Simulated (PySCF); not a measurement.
**Which basis set comes closest?**

Molecule: `C[P+](C)(C)C`, [C4H12P]+.

Atoms are numbered as in `[CH3:1][P+:2]([CH3:3])([CH3:4])[CH3:5]`. Each H is labelled by its parent atom.

Geometry PBE0-D3(BJ)/def2-SVP throughout; GIAO in PySCF, gas phase, one conformer, non-relativistic; equivalent atoms averaged; functional PBE0.

Reference values (measured; E. Pretsch, P. Bühlmann, M. Badertscher, Structure Determination of Organic Compounds, 4th ed., Springer 2009): δ(P2) = 25.0 ppm vs 85 % H3PO4. Computed shifts are taken against H3PO4, calculated as an isolated molecule at each level.

Task: How do the basis sets pcSseg-0, cc-pVDZ, aug-cc-pVDZ, IGLO-III, cc-pVTZ perform against the reference? Times are CPU seconds on 1 thread of an Arm Neoverse V2, shared host.

Result: 
```tsv
basis set	functions	P2	abs. error P	core-s
pcSseg-0	73	-97.8	122.8	4.5
cc-pVDZ	134	11.6	13.4	10
aug-cc-pVDZ	227	-14.6	39.6	23
IGLO-III	304	11.4	13.6	35
cc-pVTZ	322	-10.9	35.9	42
```

For $^{31}$P the closest is cc-pVDZ (13.4 ppm, with IGLO-III practically level) and the furthest pcSseg-0 (122.8 ppm). Where a smaller basis beats a larger one, errors probably cancel. One molecule is a small sample, and vibrational and solvent effects are absent from the calculation.

A small basis that lands close on one nucleus may do so by chance; judge by the trend and by all nuclei.
